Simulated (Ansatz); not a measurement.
Rock-salt GdN was calculated with r²SCAN0 in Ansatz (plane waves, PAW).

Numerical settings: plane-wave cutoff 520 eV, 10×10×10 k mesh, Fermi–Dirac smearing 0.01 eV, spin-polarised with parallel moments, scalar-relativistic PAW data made under PBE.

The cell has the measured lattice: a = b = c = 4.9740 Å, α = β = γ = 90.00°.

### Question
Give the computed band gap, smallest direct gap on the k points sampled, Γ–Γ gap and magnetic moment (largest site, within a sphere).

### Answer

- band gap: 0.77 eV (on the SCF k mesh)
- smallest direct gap on the k points sampled: 1.26 eV
- Γ–Γ gap: 4.12 eV
- magnetic moment (largest site, within a sphere): 6.97 μB

Note: the state of the 4f shell is in doubt; cell and atoms aren't relaxed at this level (pressure 0.4 GPa).

Moments are spin moments.

Spin–orbit coupling is not included.

Ansatz is a quantum-chemistry and plane-wave program.
